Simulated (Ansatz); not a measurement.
Insertion of a multiple bond into an element–hydrogen or element–carbon bond (the π bond opens)

Start structure (C2H7Al, singlet), relaxed at PBE0-D4/def2-TZVP:

Al1  (-0.011, -1.235, 0.660)
H2  (0.994, -1.910, -0.382)
H3  (-1.562, -1.566, 0.515)
H4  (0.582, -0.759, 2.059)
C5  (-0.425, 1.144, -0.011)
C6  (0.422, 0.654, -0.924)
H7  (-0.066, 1.639, 0.885)
H8  (-1.499, 1.098, -0.154)
H9  (1.496, 0.736, -0.806)
H10  (0.068, 0.197, -1.842)
(Å)

The step: C₂H₄ (C=C) + AlH₃ → C₂H₇Al ([CH3][CH2][AlH2]); bonds formed: Al1–C5, H2–C6; bonds broken: Al1–H2. Program: Ansatz 0.2.0. Basis: def2-TZVPP and def2-QZVPP. Cores are frozen in the correlated methods. Extrapolation: Hartree–Fock as exp(−7.88 √X), correlation as X^−2.97. Energies below are by CCSD(T) at an estimated basis limit (MP2 extrapolated from triple and quadruple zeta, plus CCSD(T) − MP2 in triple zeta).

Question: What are the electronic barrier and the energy of the step, from the start structure to the end structure? (An estimate is asked for; the value comes from the calculation.)

Answer: The calculation gives: Barrier 0.505 eV; step energy -0.884 eV (downhill); reverse barrier, their difference, 1.390 eV. Barrier and step energy count from the start structure, the reverse barrier from the end structure.

The saddle point: One imaginary mode of 685i cm⁻¹.
| pair | start (Å) | saddle (Å) | end (Å) |
| --- | --- | --- | --- |
| Al1–C5 | 2.51 | 2.15 | 1.96 |
| H2–C6 | 2.68 | 1.76 | 1.09 |
| Al1–H2 | 1.60 | 1.66 | 3.20 |

Zero-point energy (harmonic, PBE0-D4): ZPE is 1.991 eV at the start and 2.000 eV at the saddle, so the barrier goes from 0.505 to 0.515 eV.

The T1 diagnostic stays at or below 0.016. The start structure is not quite a true minimum (one mode of 83i cm⁻¹).

Labels in which every atom is bracketed show which atoms are joined, not bond orders.

For scale, one of the runs: CCSD(T)/def2-TZVPP, 202 basis functions, launched by `ansatz run in.yaml --threads 2 --pin off --events-out ev --progress --plain --max-ram 4352MiB`. The run took 43 s on 2 CPU threads of an Arm Neoverse V1 (shared host), with 2.4 GiB of host memory at its peak.
